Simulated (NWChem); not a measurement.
**Total energies of Cl₂ (+1)**

```
Cl
Cl 1 1.9598
```
Charge +1, spin multiplicity 2.

Program: NWChem. The geometry was optimised at UPBE/def2-SVP, a minimum by its harmonic frequencies.

Basis set: cc-pVTZ (68 functions).

| method | total energy (Ha) | relative cost |
|---|---|---|
| UHF | -918.59400 | 1 |
| UMP2 | -918.95712 | under 3 |
| UB2PLYP | -919.72827 | under 3 |
| UPBE | -919.62284 | under 3 |
| UB3LYP | -920.01609 | under 3 |
| UTPSS | -920.03663 | under 3 |

Total energies of different functionals aren't comparable as a measure of quality: only differences taken within one method are. Relative cost: rough, from shared machines, SCF included, UHF = 1.

The correlated methods keep 10 core orbitals frozen. B3LYP has NWChem's definition, with VWN1-RPA local correlation. The structure started from a generated list of species. The unpaired electrons of the parent sit in orbitals of symmetry b3g (D2h labels of the run); other states weren't searched. No SCF solution was tested for a lower state. Open-shell Hartree-Fock references start from PBE0 orbitals; any time given for them includes that run.
